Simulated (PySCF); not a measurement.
ethylene (C₂H₄), SMILES C=C. The structure is a stationary point at B3LYP-D3(BJ)/def2-TZVP.

Calculation: B3LYP-D3(BJ)/def2-TZVP run with PySCF.

Harmonic wavenumbers (cm⁻¹): 837, 978, 983, 1063, 1247, 1384, 1479, 1693, 3131, 3144, 3200, 3228. Rotational constants (GHz): 147.6, 30.34, 25.17; symmetry number 4.

**Question.** Work out the zero-point energy and the ideal-gas rigid-rotor harmonic-oscillator thermochemistry at 298.15 K and 1 atm.

**Answer.** ZPE = ½ Σ hcν = ½ × 22367 cm⁻¹ = 31.98 kcal/mol. H − E(el) = 34.47 kcal/mol. Entropy in cal/(mol K): translation 35.93, rotation 15.84, vibration 0.53, total 52.29. G − E(el) = 18.88 kcal/mol. Cp = 10.06 cal/(mol K).
